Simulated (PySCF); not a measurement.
# Relaxation of singlet AlOCl

Computed with PySCF, B3LYP, basis Al def2-TZVP, O def2-TZVP, Cl def2-TZVP (no relativity, density fitting). A (50,194) grid was used.

A hand-made bent start, of Cs symmetry, held to at least that symmetry:

```xyz
3
charge 0 multiplicity 1, angstrom
Al   -0.5411    0.0000   -0.7791
O    -1.9337    0.0000    0.1960
Cl    1.3020    0.0000    0.5114
```

Optimiser trace:
```json
{"step": "0", "E − E(last) (kJ/mol)": "139.71", "largest gradient (Eh/bohr)": "0.07665"}
{"step": "1", "E − E(last) (kJ/mol)": "71.93", "largest gradient (Eh/bohr)": "0.04248"}
{"step": "2", "E − E(last) (kJ/mol)": "30.78", "largest gradient (Eh/bohr)": "0.03957"}
{"step": "3", "E − E(last) (kJ/mol)": "9.25", "largest gradient (Eh/bohr)": "0.01186"}
{"step": "4", "E − E(last) (kJ/mol)": "2.76", "largest gradient (Eh/bohr)": "0.02134"}
{"step": "5", "E − E(last) (kJ/mol)": "1.54", "largest gradient (Eh/bohr)": "0.02361"}
{"step": "6", "E − E(last) (kJ/mol)": "0.08", "largest gradient (Eh/bohr)": "0.00314"}
{"step": "7", "E − E(last) (kJ/mol)": "0.00", "largest gradient (Eh/bohr)": "0.00017"}
{"step": "8", "E − E(last) (kJ/mol)": "0.00", "largest gradient (Eh/bohr)": "0.00005"}
```

It ends at C∞v with Al–Cl 2.068 Å, Al–O 1.597 Å; Cl–Al–O 180.0°. A frequency run shows a minimum. Other isomers or separated fragments may lie lower.

The relaxation took 7.7 s on 2 threads of a shared Arm Neoverse V2 host, with 105 basis functions and 9 gradients; the process peaked at 0.56 GiB. Launch command: `OMP_NUM_THREADS=2 python axn.py task.json out`.
